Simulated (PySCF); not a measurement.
Species: trans vinyl isocyanate, C3H3NO.
Bonds: C1–C2 (double), C2–N3, N3–C4 (double), C4–O5 (double). Hydrogens: H6, H7 on C1; H8 on C2.

The same species was optimised twice, with GFN2-xTB and with PBE0-D3(BJ)/def2-SVP (PySCF), and the same property calculations (PySCF, gas phase) were run on both structures.

```json
{"coordinate": "C1–H6 (Å)", "GFN2-xTB": "1.074", "PBE0-D3(BJ)/def2-SVP": "1.091", "change": "+0.017"}
{"coordinate": "C1–H7 (Å)", "GFN2-xTB": "1.077", "PBE0-D3(BJ)/def2-SVP": "1.093", "change": "+0.016"}
{"coordinate": "C2–H8 (Å)", "GFN2-xTB": "1.081", "PBE0-D3(BJ)/def2-SVP": "1.094", "change": "+0.013"}
{"coordinate": "C1=C2 (Å)", "GFN2-xTB": "1.325", "PBE0-D3(BJ)/def2-SVP": "1.337", "change": "+0.012"}
{"coordinate": "C4=O5 (Å)", "GFN2-xTB": "1.158", "PBE0-D3(BJ)/def2-SVP": "1.169", "change": "+0.011"}
{"coordinate": "C2–N3 (Å)", "GFN2-xTB": "1.367", "PBE0-D3(BJ)/def2-SVP": "1.376", "change": "+0.009"}
{"coordinate": "N3=C4 (Å)", "GFN2-xTB": "1.191", "PBE0-D3(BJ)/def2-SVP": "1.199", "change": "+0.008"}
{"coordinate": "N3–C4–O5 (°)", "GFN2-xTB": "169.2", "PBE0-D3(BJ)/def2-SVP": "174.5", "change": "+5.3"}
{"coordinate": "C2–N3–C4 (°)", "GFN2-xTB": "147.2", "PBE0-D3(BJ)/def2-SVP": "149.9", "change": "+2.7"}
{"coordinate": "C1–C2–H8 (°)", "GFN2-xTB": "122.8", "PBE0-D3(BJ)/def2-SVP": "120.9", "change": "-1.9"}
{"coordinate": "N3–C2–H8 (°)", "GFN2-xTB": "112.0", "PBE0-D3(BJ)/def2-SVP": "113.5", "change": "+1.5"}
{"coordinate": "C2–C1–H6 (°)", "GFN2-xTB": "120.7", "PBE0-D3(BJ)/def2-SVP": "119.7", "change": "-1.0"}
{"coordinate": "H6–C1–H7 (°)", "GFN2-xTB": "117.4", "PBE0-D3(BJ)/def2-SVP": "118.3", "change": "+0.9"}
{"coordinate": "C1–C2–N3 (°)", "GFN2-xTB": "125.2", "PBE0-D3(BJ)/def2-SVP": "125.6", "change": "+0.4"}
{"coordinate": "C2–C1–H7 (°)", "GFN2-xTB": "121.9", "PBE0-D3(BJ)/def2-SVP": "122.0", "change": "+0.1"}
{"coordinate": "C1–C2–N3–C4 (°)", "GFN2-xTB": "0", "PBE0-D3(BJ)/def2-SVP": "1", "change": "+1"}
```

Rotational constants: A = 25645, B = 2886, C = 2594 MHz (GFN2-xTB) against A = 25315, B = 2814, C = 2532 MHz (PBE0-D3(BJ)/def2-SVP). Point groups within 0.08 Å: Cs and Cs.

On the GFN2-xTB structure: HOMO (eV) -7.33 [PBE0/pcSseg-1]; LUMO (eV) -0.65 [PBE0/pcSseg-1]; dipole (D) 2.24 [PBE0/pcSseg-1]; GIAO shielding of C1 (ppm) 67.0 [PBE0/pcSseg-1]; GIAO shielding of C2 (ppm) 54.5 [PBE0/pcSseg-1]; GIAO shielding of N3 (ppm) 203.0 [PBE0/pcSseg-1]; GIAO shielding of C4 (ppm) 58.8 [PBE0/pcSseg-1]; GIAO shielding of O5 (ppm) 165.6 [PBE0/pcSseg-1].

Question: What do these properties become on the PBE0-D3(BJ)/def2-SVP structure?

Answer: 
```
                                    property          level  on GFN2-xTB  on PBE0-D3(BJ)/def2-SVP  change
                                   HOMO (eV)  PBE0/pcSseg-1        -7.33                    -7.34   -0.01
                                   LUMO (eV)  PBE0/pcSseg-1        -0.65                    -0.74   -0.09
                                  dipole (D)  PBE0/pcSseg-1         2.24                     2.30   +0.06
energy, GFN2-xTB geometry as zero (kcal/mol)  PBE0/pcSseg-1          0.0                     -0.8    -0.8
                  GIAO shielding of C1 (ppm)  PBE0/pcSseg-1         67.0                     62.3    -4.7
                  GIAO shielding of C2 (ppm)  PBE0/pcSseg-1         54.5                     52.0    -2.5
                  GIAO shielding of N3 (ppm)  PBE0/pcSseg-1        203.0                    201.8    -1.2
                  GIAO shielding of C4 (ppm)  PBE0/pcSseg-1         58.8                     57.6    -1.2
                  GIAO shielding of O5 (ppm)  PBE0/pcSseg-1        165.6                    165.4    -0.2
```

The heavy atoms differ by 0.028 Å rms after alignment. Among all bonds C1–H6 and C1–H7 change most and about equally (+0.016 to +0.017 Å). Changes are differences of the printed values. Neither structure is proved a minimum here.

Conformer computed: `[CH2:1]=[CH:2][N:3]=[C:4]=[O:5]`: C1–C2–N3–C4 1°.
